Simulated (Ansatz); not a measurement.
Species: HS, SMILES `[SH]` (charge 0, multiplicity 2), formula HS.

How many basis functions does frozen-core CCSD(T)/cc-pVTZ // B3LYP-D3(BJ)/def2-TZVP (Ansatz, an electronic-structure program) use, how many core orbitals are frozen, and how many electrons are correlated?

48 basis functions and 5 frozen orbitals, which leaves 7 correlated electrons. Core time is of the order of seconds.
